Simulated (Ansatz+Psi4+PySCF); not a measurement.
Results of a calculation; reference values are marked as such.
A run of Psi4 1.11 on doublet H3S at this shape:

```yaml
atoms:
  - { symbol: H, position_ang: [1.2621, -0.2201, 0.0000] }
  - { symbol: S, position_ang: [0.0000, 0.2231, 0.0000] }
  - { symbol: H, position_ang: [-0.5006, -1.1155, 0.0000] }
  - { symbol: H, position_ang: [-0.7615, -2.2349, 0.0000] }
```

Its results:

```json
{
 "Converged": "yes",
 "Total energy": "-399.19595 hartree",
 "Spin squared of the determinant": "0.782",
 "Occupied orbitals by symmetry in an Abelian subgroup (alpha; beta)": "8 Ap 2 App; 7 Ap 2 App"
}
```

Q: Which input gives this output? Name the method, the orbitals and the basis set, and write the input.

A: UHF in cc-pVTZ on H; cc-pV(T+d)Z on S.

```
molecule {
0 2
H 1.262100 -0.220100 0.000000
S 0.000000 0.223150 0.000000
H -0.500580 -1.115450 0.000000
H -0.761520 -2.234910 0.000000
}

basis {
assign H cc-pVTZ
assign S cc-pV(T+d)Z
}
set reference uhf
set scf_type pk
energy('scf')
```
